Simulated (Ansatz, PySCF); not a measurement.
System: C₂H₆N (charge -1, singlet). It need not be the lowest isomer of its formula. Whether it binds its extra electron was not tested at this geometry. 
Coordinates optimised at B3LYP-D3(BJ)/def2-TZVP (Ansatz, an electronic-structure program):
```xyz
9

C     -0.0125    -0.1683     1.1439
N      0.0621     0.6509     0.0029
C     -0.0186    -0.1575    -1.1454
H      0.8026    -0.9570     1.2295
H      0.0468     0.4234     2.0723
H     -0.9615    -0.7887     1.2350
H      0.7960    -0.9453    -1.2428
H      0.0358     0.4430    -2.0685
H     -0.9681    -0.7770    -1.2373
```
Charge -1, spin multiplicity 1.

Total electronic energies in hartree. Valence correlation only, unless marked. No spin-orbit coupling. No relativistic terms. 

| level | program | energy (Eh) |
|---|---|---|
| PBE-D4/def2-TZVPD | Ansatz + dftd4 | -134.39900 |
| BLYP/def2-TZVPD | Ansatz | -134.50877 |
| revPBE-D3(BJ)/def2-TZVPD | Ansatz + dftd3 | -134.54603 |
| TPSS-D3(BJ)/def2-TZVPD | PySCF + dftd3 | -134.60145 |
| PBE0-D4/def2-TZVPD | Ansatz + dftd4 | -134.40738 |
| PBE0/def2-TZVP | Ansatz | -134.39652 |
| PBE0/def2-QZVPP | Ansatz | -134.41106 |
| MN15/def2-TZVPD | PySCF | -134.39316 |
| B2GP-PLYP-D3(BJ)/def2-TZVPD | Ansatz + dftd3 | -134.41457 |
| MP2/cc-pVDZ | Ansatz | -134.05270 |
| SCS-MP2/6-31G* | Ansatz | -133.99221 |
| CCSD/6-31G* | Ansatz | -134.03140 |
| CCSD(T)/6-31G* | Ansatz | -134.04542 |
| CCSD(T) with core electrons/cc-pwCVTZ | Ansatz | -134.42261 |

Totals of different functionals don't rank their quality; only differences between species are comparable.
